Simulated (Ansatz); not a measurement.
Basis-set extrapolation for C3H4FN (`FC1=CCN1`) (PBE0-D4/def2-TZVP geometry, frozen core, Ansatz). Multiplicity 1, RHF reference.

|  | def2-TZVPP | def2-QZVPP |
| --- | --- | --- |
| HF | -269.851011 | -269.862993 |
| MP2 correlation | -0.932797 | -1.002048 |
| CCSD(T) correlation | -0.993452 | not run |

Energies in hartree. Use E(X) = E(∞) + A·exp(−7.88·√X) for Hartree–Fock and E(X) = E(∞) + B·X^(−2.97) for correlation, with X = 3 and 4, and add CCSD(T) minus MP2 of the smaller set to the MP2 limit.

Task: What is the CCSD(T) energy at the basis-set limit?

Result: HF limit: -269.862993 + (-0.011982) × 0.13774 = -269.86464. MP2 limit: -1.002048 + (-0.069251) × 0.74074 = -1.05334. Higher-order term: -0.993452 − (-0.932797) = -0.06066. Total: -270.97864 hartree, 3.65 eV below CCSD(T)/def2-TZVPP.
